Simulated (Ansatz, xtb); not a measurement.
Relaxing a trial structure of C4H8O

The starting geometry of this gas-phase singlet was built from a drawn formula by distance geometry and a force field; its bonds are those of `[CH][C@H](C)OC`.

```
atom    x (Å)    y (Å)    z (Å)
   C  -3.3167  -1.5607   0.4204
   C  -1.9879  -0.9811   0.0283
   C  -2.2440   0.4478  -0.3769
   C  -0.0449  -1.7736  -1.0168
   O  -1.4714  -1.7858  -0.9761
   H  -4.2202  -2.0775   0.6399
   H  -1.3949  -1.0375   0.9729
   H  -1.2857   0.8726  -0.6194
   H  -2.8526   0.4768  -1.3146
   H  -2.7362   1.0644   0.3613
   H   0.3409  -2.1289  -0.1130
   H   0.3275  -0.7104  -1.1408
   H   0.2984  -2.3518  -1.8407
```

Q: Predict what becomes of its bonds when it is optimised with r2SCAN-D4/def2-SVP.

A: It rearranges to `C=C(C)OC`. Distances that change by over a tenth: C1–C2 (1.50 → 1.34 Å). Contacts that open: C2–H7 (1.12 → 2.12 Å). Contacts that close: C1–H7 (2.07 → 1.09 Å).

The energy falls by 5.57 eV over 29 steps:

```json
{"step": "1", "E − E(last) (eV)": "5.568"}
{"step": "4", "E − E(last) (eV)": "4.266"}
{"step": "7", "E − E(last) (eV)": "3.730"}
{"step": "10", "E − E(last) (eV)": "3.654"}
{"step": "13", "E − E(last) (eV)": "3.241"}
{"step": "17", "E − E(last) (eV)": "1.430"}
{"step": "20", "E − E(last) (eV)": "0.150"}
{"step": "23", "E − E(last) (eV)": "0.035"}
{"step": "26", "E − E(last) (eV)": "0.002"}
{"step": "29", "E − E(last) (eV)": "0.000"}
```

Final geometry (Å):

```csv
atom,x (Å),y (Å),z (Å)
C,-3.0704,-1.5220,0.7879
C,-2.1501,-1.0602,-0.0756
C,-1.8747,0.3957,-0.3068
C,-0.1874,-1.6276,-1.3194
O,-1.4678,-1.9685,-0.8374
H,-3.2227,-2.5972,0.9042
H,-3.6919,-0.8301,1.3572
H,-0.8392,0.6712,-0.0462
H,-2.0257,0.6647,-1.3664
H,-2.5504,1.0072,0.3047
H,0.5189,-1.4070,-0.4973
H,-0.2067,-0.7671,-2.0119
H,0.1804,-2.5050,-1.8685
```

From the same start GFN2-xTB reaches the same bonding as this run.

No frequencies were run, so the end isn't proven a minimum. Run with Ansatz 0.2.0, 2.4 min on 2 threads of AMD EPYC (Zen 3), with other jobs on the host.
